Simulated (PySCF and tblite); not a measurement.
Results of a calculation; reference values are marked as such.
# Barrier and rate of a rotation

System: C₄H₆ClN, numbered as in [H]/[N:6]=[C:4](\[C:2](=[CH2:1])[Cl:3])[CH3:5].

Motion: rotation about the C2–C4 bond (torsion C1–C2–C4–C5 from 0° to 153°, rising). Geometries: GFN2-xTB; energies: PBE0/pcSseg-1 + D3(BJ); zero-point and thermal terms from GFN2-xTB harmonic modes (soft modes blended into free rotors). Rate constants are transition-state-theory values, counting equivalent paths, without tunnelling. Programs: tblite and PySCF.

| point | symmetry | E(GFN2) kcal/mol | E(DFT) kcal/mol | ZPE change kcal/mol | lowest mode cm⁻¹ | dipole D |
| --- | --- | --- | --- | --- | --- | --- |
| start | Cs | 0.0 | 0.0 | 0.00 | 38 | 2.52 |
| saddle | C1 | 2.1 | 4.5 | -0.35 | 48i | 1.96 |
| end | C1 | 0.1 | 2.8 | -0.12 | 46 | 1.55 |

| Quantity | Value |
| --- | --- |
| Electronic barrier | 4.5 kcal/mol |
| Barrier with zero-point energy | 4.2 kcal/mol |
| ΔH‡ (298 K) | 3.9 kcal/mol |
| ΔS‡ (298 K, symmetry apart) | -1.8 cal/(mol K) |
| Paths | 2 equivalent paths |
| End point | a different minimum |
| Mean lifetime of the start against this motion at 298 K | 130 ps |
| Cost | 45 s on 1 thread of Arm Neoverse V1 (shared host) (rough), peak memory 0.69 GiB, launched as `OMP_NUM_THREADS=1 python ens_run.py task.json out` |

```csv
T/K,ΔG‡ kcal/mol,k s⁻¹,ΔG kcal/mol,k back s⁻¹
150,4.3,3.7×10⁶,2.7,1.6×10¹⁰
200,4.3,1.6×10⁸,2.7,7×10¹⁰
250,4.3,1.7×10⁹,2.7,1.8×10¹¹
298,4.4,7.5×10⁹,2.6,3.2×10¹¹
350,4.5,2.4×10¹⁰,2.6,5.2×10¹¹
400,4.5,5.7×10¹⁰,2.6,7.5×10¹¹
500,4.7,1.9×10¹¹,2.6,1.2×10¹²
```

ΔG and ΔG‡ leave out symmetry numbers and mirror images; rates count paths: 2 out, 1 back.
